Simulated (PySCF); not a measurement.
B3LYP has the VWN-RPA correlation part, as in Gaussian. Delta-SCF ions had no search for a lower state. Excitations are Tamm–Dancoff values on a coarser integration grid. The basis has no diffuse functions, so Rydberg states are missing or too high.

**CH₂O₂, SMILES `C(=O)O` (O–C–O–H torsion 0°) (charge 0, multiplicity 1)**

Level of theory: B3LYP-D3(BJ)/def2-TZVP (PySCF 2.14.0).

```json
{
 "HOMO": "-8.33 eV",
 "dipole_moment": "1.52 D",
 "HOMO–LUMO gap": "7.85 eV",
 "LUMO": "-0.48 eV",
 "S1 excitation (TDA)": "5.88 eV",
 "S1 oscillator strength": "0.001",
 "brightest of the four lowest singlets (TDA)": "9.05 eV",
 "T1 excitation (TDA)": "5.30 eV",
 "S1–T1 gap (TDA)": "0.57 eV",
 "vertical ionisation energy (Delta-SCF)": "11.44 eV",
 "total_energy": "-189.8518 Ha",
 "cost": "around 24 core-seconds (rough)"
}
```

```xyz
5

O     -0.5436     1.2194    -0.0892
C     -0.4211     0.0358    -0.2166
O      0.7507    -0.6160    -0.3077
H     -1.2476    -0.6836    -0.2770
H      1.4616     0.0444    -0.2513
```
Charge 0, spin multiplicity 1.
